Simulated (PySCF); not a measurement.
**How exact exchange moves a shielding**

Molecule: SMILES C[C@@H]1S[C@@H]1F, C3H5FS.

Bonds (- single, = double, # triple, : aromatic): C1-C2 1.502 Å, C2-S3 1.832 Å, S3-C4 1.797 Å, C4-F5 1.349 Å, C4-C2 1.476 Å. C1 carries H6, H7, H8; C2 carries H9; C4 carries H10. Stereochemistry as in C[C@@H]1S[C@@H]1F.

GIAO shieldings (ppm, equivalent atoms averaged) in PySCF on the PBE0-D3(BJ)/def2-SVP geometry, basis pcSseg-2, gas phase, non-relativistic:

```tsv
functional	exact exchange (%)	σ(C4)	σ(C2)	σ(S3)	σ(F5)
BLYP	0	78.3	133.4	567.3	363.4
BP86	0	83.3	138.1	591.7	366.0
PBE	0	83.4	138.4	595.4	364.8
B3LYP	20	86.1	139.6	593.3	378.7
mPW1PW91	25	91.9	144.9	622.3	383.4
BHandHLYP	50	96.7	147.7	628.6	397.2
HF	100	113.5	160.2	691.8	421.2
```

Question: Fit each shielding as a line in the percentage of exact exchange.

Answer: σ(C4) = 81.6 + 0.32 x (rms 2.0 ppm); σ(C2) = 136.7 + 0.23 x (rms 1.9 ppm); σ(S3) = 583.6 + 1.05 x (rms 10.8 ppm); σ(F5) = 366.2 + 0.57 x (rms 2.1 ppm). The functionals also differ in their semilocal parts, which the line can't hold; Hartree–Fock has no correlation at all.

Question: What does the line predict for PBE0 (25 %), and what does the run give?

Answer: σ(C4): 89.6 predicted, 92.7 computed; σ(C2): 142.4 predicted, 145.6 computed; σ(S3): 609.9 predicted, 626.1 computed; σ(F5): 380.4 predicted, 383.1 computed ppm.
